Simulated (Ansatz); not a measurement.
Basis-set extrapolation for C2H6FN, SMILES `CNCF` (PBE0-D4/def2-TZVP geometry, frozen core, Ansatz 0.2.0). Multiplicity 1, RHF reference.

```json
{"": "HF", "def2-TZVPP": "-233.205373", "def2-QZVPP": "-233.216312"}
{"": "MP2 correlation", "def2-TZVPP": "-0.812558", "def2-QZVPP": "-0.874476"}
{"": "CCSD(T) correlation", "def2-TZVPP": "-0.872371", "def2-QZVPP": "not run"}
```

Energies in hartree. Use E(X) = E(∞) + A·exp(−7.88·√X) for Hartree–Fock and E(X) = E(∞) + B·X^(−2.97) for correlation, with X = 3 and 4, and add CCSD(T) minus MP2 of the smaller set to the MP2 limit.

Problem. What is the CCSD(T) energy at the basis-set limit?

Solution. HF limit: -233.216312 + (-0.010939) × 0.13774 = -233.21782. MP2 limit: -0.874476 + (-0.061918) × 0.74074 = -0.92034. Higher-order term: -0.872371 − (-0.812558) = -0.05981. Total: -234.19797 hartree, 75.4 kcal/mol below CCSD(T)/def2-TZVPP.
